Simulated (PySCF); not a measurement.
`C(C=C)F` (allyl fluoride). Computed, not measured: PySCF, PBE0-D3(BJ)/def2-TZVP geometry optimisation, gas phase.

```
atom  x, y, z in Å
C1     0.4682    1.2968    0.0858
C2     0.1191    0.1816   -0.5347
C3    -0.3942   -1.0422    0.1357
F4    -0.4931   -0.8814    1.4994
H5     0.3955    1.3836    1.1631
H6     0.8366    2.1528   -0.4658
H7     0.1957    0.1034   -1.6170
H8    -1.3889   -1.3025   -0.2463
H9     0.2712   -1.8931   -0.0549
```

Problem. Which two atoms are farthest apart?

Solution. H6···H8, 4.12 Å; the next longest distance is 4.11 Å.

Problem. Work out the bond lengths C1=C2, C1–H5, C1–H6, C2–C3, C2–H7, C3–F4, C3–H8, C3–H9 in Å.

Solution. For C1=C2 the difference vector is (-0.3491, -1.1152, -0.6205) Å, of length 1.3231 Å. C1=C2 1.323; C1–H5 1.083; C1–H6 1.083; C2–C3 1.487; C2–H7 1.088; C3–F4 1.377; C3–H8 1.097; C3–H9 1.097 Å.

Problem. Give the dihedral angles H7–C2–C3–F4, C1–C2–C3–H9, H7–C2–C3–H8, H7–C2–C3–H9, H5–C1–C2–H7.

Solution. H7–C2–C3–F4 -179° (antiperiplanar); C1–C2–C3–H9 -119° (anticlinal); H7–C2–C3–H8 -59° (synclinal); H7–C2–C3–H9 61° (synclinal); H5–C1–C2–H7 180° (antiperiplanar). Dihedral signs follow IUPAC: positive where, seen along the central bond, the front bond turns clockwise onto the rear one.

Problem. What are the angles H5–C1–H6, C1–C2–H7, C3–C2–H7, F4–C3–H8, C2–C3–H9, C2–C3–H8?

Solution. From the scalar product of the two bond vectors; for H5–C1–H6 it is -0.5467 Å² over 1.0832 × 1.0829 Å², cos θ = -0.4661. H5–C1–H6 117.8°; C1–C2–H7 120.6°; C3–C2–H7 114.4°; F4–C3–H8 107.9°; C2–C3–H9 110.5°; C2–C3–H8 110.6°.

Problem. What is the repulsion energy of the bare nuclei, Σ ZA·ZB/RAB?

Solution. 116.85 Eh over 36 pairs, with full nuclear charges and distances in bohr; the largest single term is 20.76 Eh (C3 with F4).

Problem. How far are the heavy atoms from their best plane (unweighted least squares)?

Solution. 0.004 Å rms; none is more than 0.005 Å off.

Problem. Where is the centre of mass (commonest isotopes), and what is the radius of gyration?

Solution. Mass 60.038 u; centre at (-0.112, -0.184, 0.391) Å; Rg = √(Σ m r²/M) = 1.361 Å. As Ia + Ib + Ic = 2 Σ m r², the three principal moments sum to 222.5 u·Å².

Problem. How far apart are these pairs, which share no bond: C1···F4, C2···H5, H5···H9, H6···H7, H7···H8?

Solution. C1···F4 2.769 Å (3 bonds apart); C2···H5 2.099 Å (2 bonds apart); H5···H9 3.498 Å (4 bonds apart); H6···H7 2.436 Å (3 bonds apart); H7···H8 2.523 Å (3 bonds apart).

Problem. Write the matrix of distances between heavy atoms (Å, lower triangle).

Solution. 
```
C1    0.000
C2    1.323  0.000
C3    2.493  1.487  0.000
F4    2.769  2.375  1.377  0.000
```

The point group is Cs within 0.08 Å; differences among equivalent distances and angles are scatter left by the optimiser. Whether it is a minimum is left open (no frequencies). The numbers are those of one conformer.
